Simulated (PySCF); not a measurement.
A spin–spin coupling run with PySCF (density fitting, non-relativistic, gas phase) on SMILES [C-]#[N+]CCC, C$_{4}$H$_{7}$N:

```
$ OMP_NUM_THREADS=1 python probes_run.py task.json out

{"job": {"kind": "j", "xc": "B3LYP", "basis": "pcJ-1"}, "charge": 0, "multiplicity": 1}
C      2.324884     1.069558     1.124590
N      1.676942     0.209477     0.660423
C      0.853181    -0.791152     0.091905
C     -0.308122    -0.204186    -0.705273
C     -1.253541     0.642101     0.129040
H      0.475214    -1.428033     0.909402
H      1.479724    -1.429105    -0.551671
H     -0.847856    -1.050042    -1.161673
H      0.104024     0.389694    -1.537580
H     -0.729003     1.499237     0.577783
H     -2.075938     1.036749    -0.485229
H     -1.699520     0.055690     0.948316
```

Hardware: 1 thread of an Intel Xeon Platinum 8375C, shared host. The job also computes field gradients.

**Question.** How large is the calculation?

**Answer.** 38 electrons, 205 basis functions and 728 auxiliary functions.

**Question.** How long does it take, and how much memory does it need?

**Answer.** 34 s of wall time, with 14 SCF cycles; peak memory 0.85 GiB. Times on a shared host scatter by some tens of per cent.

**Question.** And these other runs on the same molecule and hardware: GIAO shielding at PBE0/pcSseg-1; GIAO shielding at wB97X-D/pcSseg-2?

**Answer.** PBE0/pcSseg-1: 120 functions, 15 s; wB97X-D/pcSseg-2: 278 functions, 57 s.
